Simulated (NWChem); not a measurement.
Molecule: BF3; SMILES FB(F)F

Program: NWChem. Geometry: optimised at PBE0-D3(BJ)/def2-TZVP.

### Question
What does the run give for Hartree-Fock/def2-TZVPP? Quantities: highest occupied level (eV); orbital gap (eV).

### Answer
```
Property                     Result
---------------------------  ------
highest occupied level (eV)  -18.04
orbital gap (eV)              20.79
```
